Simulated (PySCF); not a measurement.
Gas-phase reaction: 3 (CH₃)₂SiCl₂ + 2 Cl + CH₄ → 3 CH₃SiH₃ + 4 CHCl₂

Computed with PySCF and rigid-rotor harmonic-oscillator thermochemistry at 1 bar. † marks an energy on the PBE0/def2-TZVP geometry and frequencies; other levels use their own. MP2 and CCSD(T) freeze the core. Open shells (unrestricted): Cl (multiplicity 2, electronic degeneracy 6), CHCl₂ (multiplicity 2); the rest are closed-shell singlets. Spin-orbit splitting is ignored; it lowers the true energy and changes the entropy of Cl. CHCl₂: computed as isolated molecules; such fragments, hydroxides, amides, oligomers or adducts are transient or little studied in the gas. MP2 isn't extrapolated to the basis-set limit; its ΔH°(298 K) is 1546.2 kJ in def2-SVP and 1559.4 kJ in def2-TZVPP. CCSD(T) isn't extrapolated to the basis-set limit. The harmonic model lacks anharmonicity and excited electronic states, which grow with temperature; levels with a mode under 35 cm⁻¹ are left out. Internal rotation in (CH₃)₂SiCl₂, CH₃SiH₃ is treated as a harmonic vibration of one conformer, which makes the entropy rough.

```csv
level,"ΔE electronic, kJ","ΔH°(298 K), kJ","ΔS°(298 K), J/K","ΔG°(1400 K), kJ"
BLYP/def2-TZVP†,1398,1311,292,920
CCSD(T)/def2-SVP†,1559,1472,292,1081
HF/def2-TZVP†,1521,1434,292,1043
M06-2X/def2-TZVP†,1583,1497,292,1105
MP2/def2-TZVPP†,1646,1559,292,1168
PBE/def2-SVP,1429,1344,287,960
r2SCAN/def2-TZVP†,1494,1407,292,1015
```
ΔH° is lowest at BLYP/def2-TZVP† and highest at MP2/def2-TZVPP†. No reference value is set beside these.
